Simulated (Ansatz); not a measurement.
One stationary structure of Ir. Space group Fm-3m (No. 225), fcc (Cu type). Level of theory: PBE (plane waves to 420 eV, PAW, scalar-relativistic; Ansatz, a quantum-chemistry and plane-wave program).

```cif
data_Ir
_chemical_formula_sum 'Ir1'
_space_group_name_H-M_alt 'P 1'
_space_group_IT_number 1
_cell_length_a 2.73710
_cell_length_b 2.73710
_cell_length_c 2.73710
_cell_angle_alpha 60.000
_cell_angle_beta 60.000
_cell_angle_gamma 60.000
loop_
_space_group_symop_operation_xyz
  'x, y, z'
loop_
_atom_site_label
_atom_site_type_symbol
_atom_site_fract_x
_atom_site_fract_y
_atom_site_fract_z
_atom_site_occupancy
Ir1 Ir 0.00000 0.00000 0.00000 1
```

- Volume per atom = 14.50 Å³
- Band gap = zero (metallic)
- Shortest distances = Ir–Ir 2.74 Å
- k-mesh = 21×21×21

No spin polarisation in the result.

Measured for Ir: a 3.831 Å (static lattice; corrected from measurement; as listed in Daniel Mejia-Rodriguez, S. B. Trickey, Phys. Rev. B (2018)). Computed minus measured — a: PBE +1.0 %. The computed values are for a static lattice.

The run could not lose the symmetry of its start.
